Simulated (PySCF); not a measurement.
## Computed NMR parameters against published values

Atom-mapped SMILES (the numbers label the heavy atoms): `[OH:1][CH:2]1[CH2:3][CH2:4]1` (H(Xn): hydrogen on atom n). Ha(C3), Ha(C4) are cis to O1 on the ring; Hb(C3), Hb(C4) are trans to O1 on the ring.

The experiment to reproduce: δ 13C C2 45.7; C3/C4 6.8; δ 1H H(C2) 3.35 ppm (measured; solution, not stated per compound (mostly CDCl3 or CCl4); Pretsch, Buehlmann, Badertscher, Structure Determination of Organic Compounds, 4th ed. (2009)). Coupling constants: 3J(H(C2),Hb(C3)) (cis) 6.2 Hz, 3J(H(C2),Ha(C3)) (trans) 2.9 Hz, 2J(Hb(C3),Ha(C3)) -5.4 Hz.

One conformer, no relativistic terms, equivalent nuclei averaged, no solvent model. Geometry from PBE0-D3(BJ)/def2-SVP; couplings computed with B3LYP/pcJ-1 (without the spin–dipole term); GIAO PBE/pcSseg-2 shieldings; PySCF.

(1) Set the calculated values beside the experiment.

(2) How far are the unscaled 13C shifts from the references?

Results:

(1) 
Reference values: measured (solution, not stated per compound (mostly CDCl3 or CCl4); Pretsch, Buehlmann, Badertscher, Structure Determination of Organic Compounds, 4th ed. (2009)).
| atoms | quantity | reference | computed |
| --- | --- | --- | --- |
| C2 | δ 13C | 45.7 | 51.5 |
| C3/C4 | δ 13C | 6.8 | 10.6 |
| H(C2) | δ 1H | 3.35 | 3.56 |

Computed shifts are σ(ref) − σ with the named reference compound (TMS for H and C) calculated as an isolated molecule at the same level.

Coupling constants in Hz:
| coupling | reference | computed | source |
| --- | --- | --- | --- |
| 3J(H(C2),Hb(C3)) cis | 6.2 | 6.8 | measured; solution (compiled); Pretsch, Buehlmann, Badertscher, Structure Determination of Organic Compounds, 4th ed., Springer 2009 |
| 3J(H(C2),Ha(C3)) trans | 2.9 | 3.1 | measured; solution (compiled); Pretsch, Buehlmann, Badertscher, Structure Determination of Organic Compounds, 4th ed., Springer 2009 |
| 2J(Hb(C3),Ha(C3)) | -5.4 | -5.7 | measured; solution (compiled); Pretsch, Buehlmann, Badertscher, Structure Determination of Organic Compounds, 4th ed., Springer 2009 |

(2) Mean signed difference +4.80 ppm, mean absolute 4.80 ppm over 2 comparisons; the largest is +5.8 ppm at C2 (three-membered-ring carbon).

6 of the 11 published NMR values on file for this molecule are compared.

Unscaled 3J(H,H) at this level run about 10 % above measured values.
